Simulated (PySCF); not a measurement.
Isomers of C5H5F, one GFN2-xTB conformer each. Single-point energies are computed at PBE0/pcSseg-1 (PySCF, gas phase, no added dispersion term), electronic only.

Question: Rank them by PBE0/pcSseg-1 energy, lowest first (kJ/mol).
A. `CC(F)=C1C=C1`
B. `FC1=CCC=C1`

Answer: B (0.0), A (230.1).

As drawn, the higher has a three-membered ring, which the lower lacks. GFN2-xTB itself gives, in the same order: 0.0, 231.9. Both levels put the same isomer lowest.

Question: Which frontier levels, dipoles and rotational constants go with these structures?

Answer: 
```json
{"SMILES": "FC1=CCC=C1", "HOMO (eV, PBE0/pcSseg-1)": "-6.56", "LUMO (eV)": "-0.68", "dipole (D)": "2.02", "A, B, C (MHz)": "8365, 3369, 2438"}
{"SMILES": "CC(F)=C1C=C1", "HOMO (eV, PBE0/pcSseg-1)": "-5.75", "LUMO (eV)": "-0.66", "dipole (D)": "2.90", "A, B, C (MHz)": "7406, 2672, 1988"}
```
